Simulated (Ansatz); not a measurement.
A made-up structure of CH₄BMg, doublet:

```
7
angstrom
B -2.3319 -1.2191 -0.8511
Mg -0.4750 -0.2506 -0.1737
C 1.2798 0.6682 0.4667
H -3.3401 -1.7460 -1.2190
H -2.7498 -1.3303 0.2146
H 1.1288 1.2297 1.3946
H 2.0759 -0.0585 0.6580
```

It is relaxed with PBE-D4/def2-SVP and then PBE0-D4/def2-TZVP (Ansatz 0.2.0). Atoms count as bonded within 1.22 times the sum of their covalent radii (H–H: 0.88 Å). The end point is not checked to be a true minimum.

Question: Does its bonding change? (Judge from chemistry; the calculation decides.)

Answer: The calculation gives: No: no bond forms or breaks.

Where it ends: The first stage lowers the energy by 1.11 eV in 16 steps. It ends as CH₄BMg ([BH2][Mg][CH2]):
```xyz
7
angstrom
B -2.5345 -1.2764 -0.4957
Mg -0.5387 -0.3446 0.0978
C 1.2605 0.4967 0.6318
H -2.7003 -1.9093 -1.5058
H -3.5348 -1.1876 0.1676
H 1.4458 1.0846 1.5351
H 2.1898 0.4300 0.0592
```

Labels in which every atom is bracketed show which atoms are joined, not bond orders.

For scale, one of the runs: PBE0-D4/def2-TZVP relaxation, 118 basis functions, launched by `ansatz run in.yaml --threads 2 --pin off --events-out ev --progress --plain --max-ram 4352MiB`. Hardware: 2 CPU threads of an Intel Xeon Platinum 8488C, shared host. Wall time about 35 s.
